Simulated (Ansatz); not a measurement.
A made-up structure of CH₃BF (charge -1), singlet:

```
6
angstrom
B -0.3560 -0.0027 -0.5036
C 0.3153 -0.0845 0.4513
F 0.7239 1.1268 0.9575
H -0.6554 -1.1302 -0.8601
H -0.6348 1.1299 -0.9655
H 0.6070 -1.0393 0.9205
```

It is relaxed with PBE-D4/def2-SVPD and then PBE0-D4/def2-TZVPD (Ansatz 0.2.0). Atoms count as bonded within 1.22 times the sum of their covalent radii (H–H: 0.88 Å). The end point is not checked to be a true minimum.

Problem. Does its bonding change? (Judge from chemistry; the calculation decides.)

Solution. The calculation gives: No: no bond forms or breaks.

Where it ends: The first stage lowers the energy by 3.21 eV in 7 steps. It ends as CH₃BF ([BH2][CH][F]), total charge -1:
```
6
angstrom
B -0.4392 -0.0187 -0.6203
C 0.3880 -0.0653 0.5539
F 0.8999 1.0765 1.2088
H -0.8166 -1.0760 -1.0921
H -0.7750 1.0197 -1.1571
H 0.7429 -0.9362 1.1067
```

Labels in which every atom is bracketed show which atoms are joined, not bond orders.

For scale, one of the runs: PBE0-D4/def2-TZVPD relaxation, 141 basis functions, launched by `ansatz run in.yaml --threads 2 --pin off --events-out ev --progress --plain --max-ram 4352MiB`. The run took about 6.5 s on 2 CPU threads of an Intel Xeon 6975P-C (shared host).
